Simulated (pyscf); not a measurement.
This saddle point was located with ωB97X-D3(BJ)/def2-SVP in PySCF.

```xyz
7

C      1.0170     0.0500     0.2545
N     -1.2074     1.3352    -0.2795
C     -0.1691     0.8169    -0.1261
H      1.3482    -0.5758    -0.5869
H      0.7872    -0.5987     1.1159
H      1.8356     0.7315     0.5277
H     -2.3664     0.9585     0.6743
```
Charge 0, spin multiplicity 2.

Surface: doublet, charge 0. Lowest wavenumbers (cm⁻¹): 1243i, 101, 265, 419, 604.

Problem. Name the species on either side of this saddle.

Solution. `[CH3][C]#[N]` + `[H]` [doublet] ⇌ `[CH3][C]=[NH]` [doublet], an addition read from left to right: none broken and H–N formed. At CCSD(T)/def2-TZVPP + ΔMP2(QZVPP) it lies +9.3 kcal/mol from the left side and +25.1 kcal/mol from the right (each side as separated species at their lowest minima found). This is the saddle that the search found; another between the same sides may lie lower. The CCSD(T) − MP2 part came from Ansatz, without density fitting, on the same reference. A UHF reference is spin-contaminated (<S²> up to 0.89), which harms MP2 most.
